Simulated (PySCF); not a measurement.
# Broadened absorption spectrum of methylaminoethane

Compound: methylaminoethane, C3H9N.
Z-matrix (Å and degrees, PBE0-D3(BJ)/def2-SVP geometry), rows numbered from 1:
```
C 
C   1  1.5162
N   2  1.4428  1  111.46
C   3  1.4395  2  114.30  1   179.94
H   1  1.1003  2  110.42  3    56.41
H   1  1.1000  2  111.27  3   177.22
H   1  1.1027  2  111.11  3   -63.09
H   2  1.1158  1  109.53  3   125.62
H   2  1.1053  1  109.45  3  -119.29
H   3  1.0176  2  109.79  1    55.39
H   4  1.1006  3  110.22  2  -177.89
H   4  1.1030  3  109.87  2    64.33
H   4  1.1135  3  114.70  2   -55.99
```

Theory: TDDFT CAM-B3LYP/def2-SVPD, vertical, gas phase, core orbitals frozen in the response in PySCF 2.14.0, density-fitted response routines.

Computed states:

```tsv
state	E (eV)	f
S1	6.01	0.0029
S2	6.91	0.034
S3	6.99	0.015
S4	7.74	0.073
S5	8.03	0.054
S6	8.28	0.013
S7	9.07	0.027
S8	9.09	0.0073
S9	9.16	0.047
S10	9.34	0.0088
```

Broadening: Gaussians 0.25 eV wide at half height, area fixed by f = 4.319×10⁻⁹ ∫ε dν̃. The width is an assumption, not a result. The curve ends short of the highest state used, and states not computed would add to its high-energy end.

(1) Give the broadened spectrum and its maxima.

(2) Coming from long wavelengths, where does ε first pass 100 L mol⁻¹ cm⁻¹?

Answers

(1) 
```tsv
E (eV)	ε (L mol⁻¹ cm⁻¹)
5.63	1
5.69	4
5.75	16
5.80	46
5.86	119
5.92	224
5.97	296
6.03	308
6.08	250
6.14	145
6.20	61
6.25	23
6.31	5
6.37	1
6.42	0
6.48	1
6.54	9
6.59	40
6.65	192
6.71	669
6.76	1501
6.82	2998
6.88	4453
6.93	4966
6.99	4370
7.04	3182
7.10	1692
7.16	685
7.21	261
7.27	64
7.33	15
7.38	25
7.44	132
7.50	567
7.55	1496
7.61	3575
7.67	6219
7.72	7770
7.78	7778
7.84	6341
7.89	5403
7.95	5492
8.00	6012
8.06	5879
8.12	4608
8.17	3333
8.23	2264
8.29	1663
8.34	1238
8.40	719
8.46	315
8.51	125
8.57	31
8.63	6
8.68	5
8.74	28
```

Maxima: 206 nm (6.01 eV), ε about 310, made up of S1 (100%); 179 nm (6.93 eV), ε about 5000, made up of S2 (73%) and S3 (27%); 160 nm (7.75 eV), ε about 8000, made up of S4 (98%); 155 nm (8.02 eV), ε about 6100, made up of S5 (95%) (ε in L mol⁻¹ cm⁻¹; maxima over ε = 5, shares over 10%). At its high-energy end, 8.74 eV, the curve is still rising (ε about 28, from S7 and S8).

(2) At about 212 nm (5.85 eV), 0.16 eV below S1.

From S7 up the states lie above the vertical ionisation energy of 8.75 eV (ΔSCF), that is within the continuum, which a finite basis only mimics.

One conformer stands for the species.
